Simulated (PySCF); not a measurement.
Gas-phase reaction: 3 N2 + 2 NO2 ⇌ 4 N2O

Method: PySCF energies plus ideal-gas RRHO corrections (1 bar). The comparison is the NASA 1993 polynomial table, which mixes measured and estimated data. † marks an energy on the PBE0/def2-TZVP geometry and frequencies. Open shells (unrestricted): NO2 (multiplicity 2); the rest are closed-shell singlets. B3LYP is the form with VWN-RPA correlation.

Levels: a) BLYP/def2-TZVP†; b) HF/def2-TZVP†; c) B3LYP/def2-TZVP†; d) ωB97X-V/def2-TZVP†; e) PBE0/def2-SVP†.

Problem. Order the levels by the distance of their ΔH°(298 K) from the table for this reaction, closest first.

Solution. d (+10 kJ), c (-30 kJ), a (-63 kJ), e (-92 kJ), b (+218 kJ)

The table gives 258 kJ. The order holds for this reaction alone, and for the 1993 entries, some of which have been revised since.
